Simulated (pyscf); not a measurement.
Single points on ωB97X-D3(BJ)/def2-SVP structures (PySCF, gas phase). Correlated levels are frozen-core, on RHF or UHF. ΔMP2 is the change of the MP2 total energy from the triple- to the quadruple-zeta basis.

SMILES: [Cl][Ag]
```xyz
2

Cl     0.3893    -0.4504    -0.4697
Ag     1.9917     1.2005    -0.4017
```

Problem. What is the homolytic dissociation enthalpy (298 K, CCSD(T)/def2-TZVPP + ΔMP2(QZVPP)) of the Ag–Cl bond of `[Cl][Ag]`, to Cl• + Ag•?

Solution. Ag–Cl to Cl• + Ag•: 73.0 kcal/mol. The CCSD(T) − MP2 part came from Ansatz, without density fitting, on the same reference. The frozen core leaves the outer d or s,p core shells of the metals and heavy elements correlated in the MP2 and CC values, and def2-TZVPP describes them poorly, which can shift differences by a few kcal/mol. Left out: the spin-orbit lowering of Cl. Open-shell species with a d-block atom are single-reference here; other states, and whether the spin sits on metal or ligand, were not checked. Elements past Kr carry the def2 core potentials, without spin-orbit coupling.
